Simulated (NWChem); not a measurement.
# C2H, doublet; SMILES C#[C]

Computed with NWChem. Spin-unrestricted. No stability test was run on the SCF state. Each level has its own optimisation; frequencies are unscaled.

For level PBE0/def2-SVP:

| Quantity | Value |
|---|---|
| lowest (cm⁻¹) | 547 |

Q: What are these values for level B3LYP/def2-TZVP?

A: The lowest (cm⁻¹) comes out as 314.
